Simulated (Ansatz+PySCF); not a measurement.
Values are calculated unless marked as measured or tabulated.
## PySCF 2.14.0 run

```python
from pyscf import gto, scf, cc

mol = gto.M(atom="""
H 0.000000 0.000000 -2.306230
Cl 0.000000 0.000000 0.135660
""", basis='6-31g', charge=0, spin=0)
mf = scf.RHF(mol)
mf.kernel()
mycc = cc.CCSD(mf, frozen=5).run()
et = mycc.ccsd_t()
print(mf.e_tot, mycc.e_corr, et, mycc.e_tot + et)
```

The script is written out from the run's settings.

Results

- Converged: yes
- Reference energy: -459.87226 hartree
- CCSD correlation energy: -0.11782 hartree
- Triples correction: -0.00245 hartree
- Total energy: -459.99254 hartree

Caution: large amplitudes, a single reference is doubtful; an unrestricted determinant lies well below.
